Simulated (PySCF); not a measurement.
PySCF input for hydrogen chloride (ClH), SMILES Cl, B3LYP-D3(BJ)/def2-TZVPD. Geometry optimised at B3LYP-D3(BJ)/def2-TZVPD.

```python
import numpy as np
from pyscf import gto, scf, dft, df
from pyscf.hessian import thermo

mol = gto.M(
    atom='''
    Cl    0.00000000    0.00000000   -0.07125366
    H     0.00000000    0.00000000    1.21131227
    ''',
    basis='def2-TZVPD',
    charge=0,
    spin=0,
    max_memory=1600,
    verbose=3,
)
mf = dft.RKS(mol, xc='b3lyp').density_fit(auxbasis='def2-universal-jkfit')
mf.disp = 'd3bj'
mf.grids.level = 3
mf.conv_tol = 1e-11
mf.max_cycle = 100
mf.kernel()

# analytic Hessian; the response equations are solved on a coarser grid
h, args, fine = mf.Hessian(), (mf.mo_energy, mf.mo_coeff, mf.mo_occ), mf.grids
h.max_memory = max(150, 2.5e-5 * df.make_auxmol(mol, mf.with_df.auxbasis).nao * mol.nelec[0] * (mol.nelec[0] + mol.nao))  # MB; small integral blocks
h1ao = h.make_h1(mf.mo_coeff, mf.mo_occ)
mf.grids = dft.Grids(mol).set(level=1).build(with_non0tab=True)
mo1, mo_e1 = h.solve_mo1(*args, h1ao)
mf.grids = fine
hess = h.hess_elec(*args, mo1, mo_e1, h1ao) + h.hess_nuc()
if mf.do_disp():
    hess += h.get_dispersion()
for i in range(mol.natm):  # the analytic DFT Hessian lacks the response of the grid: restore translational invariance
    hess[i, i] -= hess[i].sum(axis=0)
hess = (hess + hess.transpose(1, 0, 3, 2)) / 2
vib = thermo.harmonic_analysis(mol, hess, imaginary_freq=False)
thermo.dump_normal_mode(mol, vib)
th = thermo.thermo(mf, vib['freq_au'][vib['freq_au'] > 0], 298.15, 101325)
thermo.dump_thermo(mol, th)
g0 = mf.nuc_grad_method().set(verbose=0).kernel()

# dipole derivatives [dipole axis, atom, xyz] from the same response
r, irp = mol.intor('int1e_r'), mol.intor('int1e_irp').reshape(3, 3, mol.nao, mol.nao)
sl, dm0, ok = mol.aoslice_by_atom(), np.array(mf.make_rdm1()), []
dmu = np.einsum('a,xt->xat', mol.atom_charges(), np.eye(3))
for a, (_, _, p0, p1) in enumerate(sl):
    dmu[:, a] += 2 * np.einsum('xtij,ij->xt', irp[:, :, :, p0:p1], dm0.reshape(-1, mol.nao, mol.nao).sum(0)[:, p0:p1])
    for u, c, occ, f in [(mo1, mf.mo_coeff, mf.mo_occ, 4)]:
        dmu[:, a] -= f * np.einsum('tui,xuv,vi->xt', u[a], r, c[:, occ > 0], optimize=True)
L = vib['norm_mode']
ir = 974.8801 * (np.einsum('xat,kat->kx', dmu, L) ** 2).sum(1)       # km/mol
apt = np.einsum('xax->a', dmu) / 3
print('mode   freq/cm-1   IR/(km/mol)')
for k, w in enumerate(vib['freq_wavenumber']):
    print(f'{k + 1:4d} {w:11.2f} {ir[k]:13.3f}')
print('max |gradient| / (hartree/bohr):', abs(g0).max())
print('APT charges:', apt.round(4))
```

Program output:

```
converged SCF energy = -460.83746464669

WARN: DFTD3 does not support analytical Hessian, using finite difference


WARN: Mole.unit (angstrom) is changed to Bohr

Mode                                 0
Irrep
Freq [cm^-1]                     2940.5576
Reduced mass [au]                   1.0358
Force const [Dyne/A]                5.2771
Char temp [K]                    4230.8077
Normal mode                   x     y     z
       0  Cl                 0.00  0.00 -0.03
       1   H                 0.00  0.00  0.98
temperature 298.1500 [K]
pressure 101325.00 [Pa]
Rotational constants [GHz] inf 313.45404 313.45404
Symmetry number 1
Zero-point energy (ZPE) 0.00670 [Eh]   17588.440 [J/mol]
                           tot       elec      trans        rot        vib
Entropy [J/mol/K]       186.743      0.000    153.596     33.147      0.000
Cv [J/mol/K]             20.787      0.000     12.472      8.314      0.001
Cp [J/mol/K]             29.102      0.000     20.786      8.314      0.001
Internal energy [J/mol]                      3718.434   2478.956  17588.465
Internal energy [Eh]   -460.82841  -460.83746
Enthalpy [J/mol]                             6197.391   2478.956  17588.465
Enthalpy [Eh]          -460.82746
Gibbs free energy [J/mol]                  -39597.264  -7403.788  17588.439
Gibbs free energy [Eh] -460.84867
mode   freq/cm-1   IR/(km/mol)
   1     2940.56        40.902
max |gradient| / (hartree/bohr): 1.052740454125864e-05
APT charges: [-0.1863  0.1863]
```

The calculation finished and met its thresholds.

Cost: very roughly 7 core-seconds.
